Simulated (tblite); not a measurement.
C5H5S (doublet state).
Bonds: S1–C2 (double), C2–C3, C3–C4, C4–C5, C5–C6 (double), C2–C6. Hydrogens: H7 on C3; H8, H9 on C4; H10 on C5; H11 on C6.
Bond orders are those of one Lewis drawing.

Computed with GFN2-xTB (tblite), gas phase: L-BFGS steps from a force-field or distance-geometry start until the largest atomic force falls under 0.01 eV/Å.

Step 4: E = -446.9550 eV
```
atom  x, y, z in Å  |  force x, y, z in eV/Å
S1      2.9026   -0.0376   -0.5532    0.070  -0.012  -0.021
C2      1.2302   -0.0124   -0.2397    0.029   0.129   0.011
C3      0.4039   -1.0918   -0.1160   -0.128   0.147   0.027
C4     -0.9769   -0.6188    0.1644   -0.133   0.028   0.023
C5     -0.8208    0.8666    0.1847   -0.205  -0.009   0.033
C6      0.4475    1.2038   -0.0502    0.062   0.034   0.000
H7      0.6722   -2.1242   -0.2013    0.089  -0.089  -0.019
H8     -1.6875   -0.9321   -0.6068    0.040  -0.048   0.027
H9     -1.3597   -0.9941    1.1186    0.032  -0.036  -0.047
H10    -1.6419    1.5370    0.3643   -0.009  -0.021   0.003
H11     0.8359    2.2061   -0.0907    0.153  -0.123  -0.037
```

Step 5: E = -446.9577 eV
```
atom  x, y, z in Å  |  force x, y, z in eV/Å
S1      2.9025   -0.0380   -0.5536    0.082  -0.011  -0.021
C2      1.2313   -0.0101   -0.2388   -0.039   0.066   0.010
C3      0.4007   -1.0867   -0.1161    0.006  -0.018   0.009
C4     -0.9785   -0.6167    0.1646   -0.088   0.027   0.023
C5     -0.8250    0.8671    0.1849    0.025   0.034  -0.002
C6      0.4476    1.2016   -0.0499   -0.133   0.013   0.036
H7      0.6742   -2.1202   -0.2013    0.048  -0.030  -0.011
H8     -1.6852   -0.9338   -0.6040   -0.033  -0.063  -0.051
H9     -1.3587   -0.9955    1.1155    0.003  -0.051   0.034
H10    -1.6441    1.5371    0.3649   -0.038   0.014   0.006
H11     0.8406    2.1980   -0.0920    0.167   0.018  -0.033
```

Step 6: E = -446.9590 eV
```
atom  x, y, z in Å  |  force x, y, z in eV/Å
S1      2.9039   -0.0384   -0.5541    0.027  -0.003  -0.009
C2      1.2313   -0.0080   -0.2384   -0.060  -0.030   0.008
C3      0.3993   -1.0853   -0.1159    0.070  -0.029  -0.001
C4     -0.9807   -0.6155    0.1650   -0.023  -0.001   0.003
C5     -0.8261    0.8677    0.1849   -0.054   0.028   0.016
C6      0.4455    1.2011   -0.0492   -0.013   0.088   0.013
H7      0.6758   -2.1196   -0.2016    0.024   0.017  -0.006
H8     -1.6849   -0.9355   -0.6039   -0.050  -0.056  -0.060
H9     -1.3583   -0.9969    1.1150   -0.012  -0.047   0.056
H10    -1.6455    1.5374    0.3652   -0.035   0.018   0.005
H11     0.8451    2.1955   -0.0931    0.128   0.016  -0.025
```

Step 7: E = -446.9602 eV
```
atom  x, y, z in Å  |  force x, y, z in eV/Å
S1      2.9056   -0.0388   -0.5548   -0.049   0.005   0.006
C2      1.2302   -0.0065   -0.2378   -0.027  -0.037   0.001
C3      0.3990   -1.0838   -0.1156    0.051  -0.059   0.000
C4     -0.9832   -0.6145    0.1654    0.030  -0.043  -0.015
C5     -0.8286    0.8688    0.1854   -0.021   0.029   0.010
C6      0.4433    1.2025   -0.0482    0.029   0.057   0.001
H7      0.6780   -2.1185   -0.2019    0.002   0.052  -0.001
H8     -1.6854   -0.9383   -0.6048   -0.040  -0.035  -0.039
H9     -1.3582   -0.9992    1.1155   -0.016  -0.030   0.043
H10    -1.6478    1.5381    0.3657   -0.045   0.027   0.007
H11     0.8524    2.1928   -0.0947    0.084   0.034  -0.014
```

Problem. Estimate the geometry and energy of step 8. (The exact step hangs on the optimiser's Hessian estimate; all steps are aligned on step 7, rigid shifts and turns removed.)

Solution. E = -446.9610 eV, largest force 0.083 eV/Å
```
atom  x, y, z in Å  |  force x, y, z in eV/Å
S1      2.9058   -0.0389   -0.5551   -0.081   0.011   0.013
C2      1.2292   -0.0057   -0.2374   -0.013  -0.030   0.000
C3      0.3992   -1.0836   -0.1154    0.015  -0.019   0.004
C4     -0.9844   -0.6148    0.1653    0.038  -0.045  -0.016
C5     -0.8304    0.8702    0.1858    0.006   0.008   0.002
C6      0.4421    1.2040   -0.0475    0.048   0.029  -0.007
H7      0.6797   -2.1171   -0.2022    0.002   0.027  -0.001
H8     -1.6864   -0.9409   -0.6060   -0.013  -0.013  -0.005
H9     -1.3583   -1.0014    1.1165   -0.008  -0.010   0.010
H10    -1.6503    1.5392    0.3662   -0.033   0.019   0.004
H11     0.8592    2.1917   -0.0961    0.040   0.024  -0.004
```

The energy changes by -0.0008 eV. The first-order estimate −F·Δx gives -0.0012 eV and the mean of the old and new forces, exact on a quadratic surface, -0.0008 eV. The step makes an angle of 53° with the force vector and moves no atom by more than 0.007 Å.

The cost below is that of the whole relaxation. The run took 0.21 s wall on one thread of an Intel Xeon at 2.50 GHz, shared host with 64 logical CPUs at a one-minute load of 62.
